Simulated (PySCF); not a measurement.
Which functional comes closest?

Molecule: `InChI=1S/C3H9PS/c1-4(2,3)5/h1-3H3`.

Molfile (atoms numbered from 1):
```
C3H9PS
     RDKit          3D

 14 13  0  0  0  0  0  0  0  0999 V2000
   -0.2149    1.5567   -0.5676 C   0  0  0  0  0  0  0  0  0  0  0  0
    0.2315    0.1576    0.5126 P   0  0  0  0  0  5  0  0  0  0  0  0
    1.3290   -0.8722   -0.5153 C   0  0  0  0  0  0  0  0  0  0  0  0
   -1.3043   -0.8151    0.6492 C   0  0  0  0  0  0  0  0  0  0  0  0
    0.9978    0.6831    2.2257 S   0  0  0  0  0  0  0  0  0  0  0  0
   -0.6429    1.2181   -1.5234 H   0  0  0  0  0  0  0  0  0  0  0  0
   -0.9391    2.1881   -0.0338 H   0  0  0  0  0  0  0  0  0  0  0  0
    0.6904    2.1524   -0.7518 H   0  0  0  0  0  0  0  0  0  0  0  0
    1.5835   -1.7790    0.0516 H   0  0  0  0  0  0  0  0  0  0  0  0
    0.8582   -1.1468   -1.4715 H   0  0  0  0  0  0  0  0  0  0  0  0
    2.2559   -0.3113   -0.7008 H   0  0  0  0  0  0  0  0  0  0  0  0
   -1.7045   -1.0921   -0.3379 H   0  0  0  0  0  0  0  0  0  0  0  0
   -2.0432   -0.2165    1.2002 H   0  0  0  0  0  0  0  0  0  0  0  0
   -1.0892   -1.7202    1.2346 H   0  0  0  0  0  0  0  0  0  0  0  0
  1  2  1  0
  2  3  1  0
  2  4  1  0
  2  5  2  0
  1  6  1  0
  1  7  1  0
  1  8  1  0
  3  9  1  0
  3 10  1  0
  3 11  1  0
  4 12  1  0
  4 13  1  0
  4 14  1  0
M  END
```

Geometry PBE0-D3(BJ)/def2-SVP throughout; GIAO in PySCF 2.14, gas phase, one conformer, non-relativistic; equivalent atoms averaged; basis pcSseg-1.

Reference values (measured; solution, CHCl3; Yu. Yu. Rusakov, I. L. Rusakova, Phys. Chem. Chem. Phys. 2023, supporting information (pecS-n basis sets for 31P)): δ(P2) = 30.6 ppm vs 85 % H3PO4. Computed shifts are taken against H3PO4, calculated as an isolated molecule at each level.

How do the functionals WP04, B97-2, BHandHLYP, CAM-B3LYP, wB97X-D, LC-wPBE perform against the reference? Times are CPU seconds on 1 thread of an Arm Neoverse V1, shared host.

Results:


```csv
functional,kind,P2,abs. error P,core-s
WP04,global hybrid,29.9,0.7,12
B97-2,global hybrid,6.8,23.8,11
BHandHLYP,global hybrid,13.0,17.6,11
CAM-B3LYP,range-separated hybrid,9.1,21.5,16
wB97X-D,range-separated hybrid,5.4,25.2,16
LC-wPBE,range-separated hybrid,-4.9,35.5,23
```

For 31P the closest is WP04 (0.7 ppm) and the furthest LC-wPBE (35.5 ppm). One molecule is a small sample, and vibrational and solvent effects are absent from the calculation.
